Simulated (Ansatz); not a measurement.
# How far each method lies from full CI for NH⁻, doublet

Geometry: a point of a stretch scan, not a stationary point.

```xyz
2

N     0.0000    0.0000    0.0000
H     0.0000    0.0000    2.2740
```

Basis aug-cc-pVDZ; Ansatz 0.2.0. Only valence electrons are correlated (noble-gas cores frozen), which leaves 7 electrons in 31 orbitals. R marks a restricted (for open shells ROHF) determinant, U an unrestricted one. Active spaces: pair = (3e, 3o) about the gap; valence = (7e, 5o) chosen from the atoms' valence shells. This anion state lies near or above the neutral species, so the extra electron is weakly bound or unbound and the energies hang on the diffuse functions.

Full CI is exact within this basis and frozen core; it isn't the basis-set limit. The frozen core follows each run's orbitals, which can shift R against U totals by a few meV.

For open shells CISD is restricted-active-space CI with the open shells as a complete middle space.

BCCD(T) turns its orbitals far from the restricted determinant (T1 = 0.238 for the singles of that rotation), so its spin and state can't be checked, and it isn't compared. The determinant under UMP2, UCCSD, UCCSD(T), UCCSDT, UCCSDT(Q), UCCSDTQ fills its π shells in a way that full CI's natural occupations don't show, so these levels stand on another configuration than full CI's state and aren't compared.

* UHF ⟨S²⟩: 1.803
* ⟨S²⟩ of the determinant under UCCSD: 1.820
* T1 diagnostic (RCCSD): 0.1405
* largest doubles amplitude (RCCSD): 0.165
* T1 diagnostic (UCCSD): 0.0624

| level | E − E(full CI) (kcal/mol) | share of correlation (%) | wall time |
| --- | --- | --- | --- |
| RHF | 136.09 | 0.00 | – |
| UHF† | 102.64 | – | 0.51 s |
| RMP2 | 44.64 | 67.20 | – |
| UMP2† | 43.46 | – | – |
| CISD | 24.42 | 82.05 | 0.9 s |
| RCCSD | 12.28 | 90.97 | – |
| UCCSD*† | 9.85 | – | – |
| RCCSD(T) | 1.93 | 98.58 | 2 s |
| UCCSD(T)*† | -0.26 | – | 4.7 s |
| RCCSDT | 1.25 | 99.08 | – |
| UCCSDT*† | -12.20 | – | – |
| RCCSDT(Q) | -0.05 | 100.04 | 7.5 s |
| UCCSDT(Q)*† | -17.11 | – | 20 s |
| RCCSDTQ | 0.11 | 99.92 | 15 s (H100) |
| UCCSDTQ*† | -14.97 | – | 26 s (H100) |
| CASSCF (pair space) | 101.81 | 25.19 | – |
| NEVPT2 (pair space) | 17.61 | 87.06 | 0.63 s |
| MRCISD (pair space) | 9.10 | 93.31 | – |
| MRCISD+Q (pair space) | 1.54 | 98.87 | 0.87 s |
| CASSCF (valence space) | 100.89 | 25.86 | – |
| NEVPT2 (valence space) | 26.38 | 80.62 | 0.51 s |
| MRCISD (valence space) | 8.58 | 93.70 | – |
| MRCISD+Q (valence space) | 1.11 | 99.18 | 0.75 s |

An asterisk marks runs whose energy the program itself flagged as in doubt. A dagger marks rows that describe another state than the reference (another or a broken symmetry, a higher spin or other natural occupations), so the difference holds a gap between states beside the method's error.

The correlation energy at full CI, counted from RHF, is -5.901 eV. That run took 9 s on 2 threads of AMD EPYC 7R13 with a shared H100 80 GB, shared host over 35,359,296 determinants.

Run but not shown, since their state, orbitals or frozen core can't be matched to the reference's or they repeat it: BCCD(T).

Times hold each run's SCF and search for its determinant on a shared host, so for small cases they say little of a method's own cost; rows without a card ran on 1 thread of AMD EPYC 7R13.

Unrestricted levels hold only the spin's projection, and here they fall towards a lower state of higher spin.

The full-CI state has the irrep B2 of C2v, in the program's axes (one component, if the state is degenerate).

Natural occupations of full CI about the gap: 1.958 1.900 1.605 0.985 0.386 0.067 0.018 0.016 0.014 0.008; effectively unpaired electrons, Σ n²(2−n)², 1.85. No single determinant describes this state well, so single-reference rows can miss without a flag.
